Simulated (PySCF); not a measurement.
hydrogen chloride (ClH), SMILES Cl. Atoms are numbered in the order given.

```xyz
2

Cl     0.0000     0.0000    -0.0711
H      0.0000     0.0000     1.2083
```

Geometry: PBE0-D3(BJ)/def2-TZVPD.

Two levels are set side by side: PBE/pcSseg-2 (PySCF) and PBE0/pcSseg-2 (PySCF). GIAO shifts against HCl (³⁵Cl), TMS (¹H) at the same level; non-relativistic, no solvent, atoms listed together averaged. Without spin–orbit terms, shifts of atoms bonded to Cl or Br come out too high at both levels. Differences are taken from unrounded values.

```tsv
quantity	PBE0	PBE	PBE minus PBE0
δ(³⁵Cl) of Cl1 (ppm)	-2.0	-2.1	-0.1
δ(¹H) of H2 (ppm)	0.87	0.42	-0.45
```

Rough cost on one machine, each run with all the roots and properties that it gave: PBE0 against PBE within a factor of 2.
